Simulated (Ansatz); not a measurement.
**GaCo3Pb: from a trial structure to a relaxed crystal**

Theory: DFT PBE, scalar-relativistic, plane waves, PAW (Ansatz). Cutoff 420 eV, Γ-centred k mesh, Gaussian smearing, collinear spin, first started from parallel moments.

GaCo3Pb was placed on the cubic perovskite structure type (Pm-3m, No. 221), with Ga in place of Sr, Pb in place of Ti, Co in place of O, at a guessed volume.

```yaml
crystal:
  lattice:
    - [4.20636, 0.00000, 0.00000]
    - [0.00000, 4.20636, 0.00000]
    - [0.00000, 0.00000, 4.20636]
  atoms:
    - { symbol: Ga, position: [0.00000, 0.00000, 0.00000] }
    - { symbol: Co, position: [0.00000, 0.50000, 0.50000] }
    - { symbol: Co, position: [0.50000, 0.00000, 0.50000] }
    - { symbol: Co, position: [0.50000, 0.50000, 0.00000] }
    - { symbol: Pb, position: [0.50000, 0.50000, 0.50000] }
```

Cell and atoms relax at zero pressure; the relaxation can't lower the symmetry of the start. After a coarse first stage the cell is made exact in the group found at 0.06 Å.

The zero of energy is the elements' standard structures at the same level; no fitted shifts are applied.

Task: What does it relax into?

Result: It keeps Pm-3m (No. 221). The result still has the cubic perovskite structure. Conventional cell: a = 4.888 Å. Ga has 12 Co at 3.46 Å; around Co lie 2 Pb at 2.44 Å; Pb is coordinated by 6 Co at 2.44 Å.

Space group Pm-3m (No. 221). a = 4.888 Å, b = 4.888 Å, c = 4.888 Å, α = 90.00°, β = 90.00°, γ = 90.00°
```tsv
atom	site	symmetry	x	y	z
Ga	1a	m-3m	0.0000	0.0000	0.0000
Co	3c	4/mm.m	0.0000	0.5000	0.5000
Pb	1b	m-3m	0.5000	0.5000	0.5000
```

Task: What are its volume, energy, gap and moment?

Result: The volume per atom is 23.35 Å³ and the density is 6.45 g/cm³. The energy over the elements is 1.56 eV/atom and the gap on the 8×8×8 mesh is 0 eV (a metal). The net moment per atom is 1.11 μB and the largest site moment is 1.83 μB.

The final run used a 8×8×8 mesh on its 5-atom cell and 0.10 eV smearing. For metals, differences of a few meV/atom aren't resolved. Spin–orbit coupling is left out. Symmetry constrained the relaxation, so the result can be a saddle point.

Cost: 3 runs of about 3.9 core-minutes in all, on Arm Neoverse V2 (shared hosts).